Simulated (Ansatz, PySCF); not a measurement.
Species: C3H5, net charge -1, singlet state. It need not be the lowest isomer of its formula. Whether it binds its extra electron was not tested at this geometry. 
Coordinates optimised at B3LYP-D3(BJ)/def2-TZVP (Ansatz, an electronic-structure program):
SMILES: [CH-]1CC1
```xyz
8

C      0.0127     0.9643     0.0945
C      0.7497    -0.3690     0.0251
C     -0.7591    -0.3492     0.0253
H      0.0187     1.4322    -0.9037
H      1.2115    -0.7542    -0.8942
H      1.2798    -0.7332     0.9111
H     -1.2984    -0.6992     0.9115
H     -1.2312    -0.7221    -0.8938
```
Charge -1, spin multiplicity 1.

Total electronic energies in hartree. Correlated levels leave the core frozen unless marked. No spin-orbit coupling. No relativistic terms. CBS marks a two-point X^-3 extrapolation of the correlation energy; Hartree-Fock from the larger set. The bracket is a focal-point correction in the basis named.

| level | program | energy (Eh) |
|---|---|---|
| HF/6-31G* | Ansatz | -116.34954 |
| HF/aug-cc-pVDZ | Ansatz | -116.38685 |
| RI-HF/cc-pVTZ | Ansatz | -116.40712 |
| RI-HF/cc-pVQZ | Ansatz | -116.41756 |
| BLYP/def2-TZVPD | Ansatz | -117.19895 |
| TPSS-D3(BJ)/def2-TZVPD | PySCF + dftd3 | -117.29387 |
| r2SCAN-D3(BJ)/def2-TZVPD | Ansatz + dftd3 | -117.18748 |
| r2SCANh-D4/def2-TZVPD | Ansatz + dftd4 | -117.18263 |
| r2SCAN0-D4/def2-TZVPD | Ansatz + dftd4 | -117.17582 |
| LC-wPBE-D4/def2-TZVPD | Ansatz + dftd4 | -117.19147 |
| wB97M-V/def2-TZVPD | Ansatz | -117.19706 |
| SCS-MP2/aug-cc-pVDZ | Ansatz | -116.83977 |
| CCSD/cc-pVDZ | Ansatz | -116.83533 |
| CCSD(T)/STO-3G | Ansatz | -115.01286 |
| RI-MP2/CBS(aug-cc-pVTZ,aug-cc-pVQZ)+[CCSD(T)-MP2]/aug-cc-pVTZ | Ansatz | -117.0604 |

Totals of different functionals don't rank their quality; only differences between species are comparable.
